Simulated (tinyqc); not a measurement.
Inside a calculation. Method: CCSD on RHF in the sto-3g basis, frozen core, for LiH, spin multiplicity 1. One step of it, computed by the program tinyqc.

Question. CCSD: starting amplitudes. t_ij^ab = <ij||ab> / (e_i + e_j - e_a - e_b), whose energy is MP2.

orbital energies (hartree): MO1 -2.347166, MO2 -0.291864, MO3 0.078850, MO4 0.163814, MO5 0.163814, MO6 0.568974

Two-electron integrals over orbitals (pq|rs), unique and non-zero (hartree); the lowest 1 orbital is frozen and left out:
```
p,q,r,s,(pq|rs)
2,2,2,2,0.492814
3,2,2,2,-0.047272
3,2,3,2,0.012320
3,3,2,2,0.225964
3,3,3,2,0.006441
3,3,3,3,0.338641
4,2,4,2,0.023866
4,3,4,2,0.019221
4,3,4,3,0.041304
4,4,2,2,0.274092
4,4,3,2,0.004938
4,4,3,3,0.282174
4,4,4,4,0.312946
5,2,5,2,0.023866
5,3,5,2,0.019221
5,3,5,3,0.041304
5,4,5,4,0.016869
5,5,2,2,0.274092
5,5,3,2,0.004938
5,5,3,3,0.282174
5,5,4,4,0.279207
5,5,5,5,0.312946
6,2,2,2,0.131043
6,2,3,2,-0.033712
6,2,3,3,-0.010145
6,2,4,4,-0.012095
6,2,5,5,-0.012095
6,2,6,2,0.123137
6,3,2,2,-0.051011
6,3,3,2,0.008637
6,3,3,3,0.036030
6,3,4,4,0.001574
6,3,5,5,0.001574
6,3,6,2,-0.031220
6,3,6,3,0.026319
6,4,4,2,-0.019542
6,4,4,3,-0.013843
6,4,6,4,0.019539
6,5,5,2,-0.019542
6,5,5,3,-0.013843
6,5,6,5,0.019539
6,6,2,2,0.456699
6,6,3,2,-0.042412
6,6,3,3,0.241910
6,6,4,4,0.269076
6,6,5,5,0.269076
6,6,6,2,0.139194
6,6,6,3,-0.043672
6,6,6,6,0.455980
```

Give: Starting amplitudes; correlation energy.

Answer.

Starting amplitudes (spin orbitals 1a, 1b, ...; amplitudes related by a flip of all spins are not repeated):
```
from,to,t
2a 2b,6a 6b,-0.072
2a 2b,3a 6b,0.027
2a 2b,5a 5b,-0.026
2a 2b,4a 4b,-0.026
2a 2b,3a 3b,-0.017
```

correlation energy = -0.01211 hartree
